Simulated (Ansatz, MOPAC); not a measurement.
Process, species as SMILES: CCO -> [CH2]CO + H atom (the C-H bond breaks)

Quantity: bond dissociation energy (enthalpy at 298 K), in kcal/mol. Conventions: no dispersion term unless named; UHF or UKS for open shells; spin-orbit terms left out; non-relativistic; frozen cores in correlated levels; six Cartesian d functions in 6-31G* and its kin unless marked 5d; LANL2DZ all-electron up to Ne. CBS marks a two-point X^-3 extrapolation of the correlation energy; Hartree-Fock from the larger set. The bracket is a focal-point correction in the basis named. First-principles rows: single points at B3LYP-D3(BJ) geometries (Ansatz, a program for electronic structure), with unscaled harmonic terms from B3LYP/6-31G* at its own minima. Semi-empirical rows: MOPAC heats of formation at their own minima for 298 K.

Coupled cluster (Ansatz) is a level with limits of its own, used here on species with T1 under 0.025 (0.045 for open shells) and stable references: RI-MP2/CBS(cc-pVTZ,cc-pVQZ)+[CCSD(T)-MP2]/cc-pVTZ.

Value to compare with, RI-MP2/CBS(cc-pVTZ,cc-pVQZ)+[CCSD(T)-MP2]/cc-pVTZ (Ansatz): 103.0 kcal/mol.

```tsv
level	program	bond dissociation energy (enthalpy at 298 K) (kcal/mol)	difference
MNDO	MOPAC	82.7	-20.3
HF/LANL2DZ	Ansatz	76.1	-26.9
PBE/6-31G*	Ansatz	100.3	-2.7
B3LYP/6-31G*	Ansatz	101.5	-1.5
B3LYP/6-31+G*	Ansatz	100.5	-2.5
B3LYP/6-31G**	Ansatz	102.1	-0.9
B3LYP/cc-pVDZ	Ansatz	99.2	-3.8
PBE0/6-31G*	Ansatz	100.1	-2.9
MP2/3-21G	Ansatz	93.0	-10.0
MP2/LANL2DZ	Ansatz	90.5	-12.5
PBE/def2-TZVPD	Ansatz	97.9	-5.1
wB97M-V/def2-TZVPD	Ansatz	101.7	-1.3
```

Among the 10 habitual levels, HF/LANL2DZ lies farthest from RI-MP2/CBS(cc-pVTZ,cc-pVQZ)+[CCSD(T)-MP2]/cc-pVTZ (Ansatz) (-26.9 kcal/mol); 0 of 10 lie above it, and their mean absolute difference is 8.4 kcal/mol, the median 3.3. One case shows no general order.

The levels are drawn from those run, B3LYP/6-31G* more often than the rest, none by its result; runs whose electronic state is in doubt are left out.
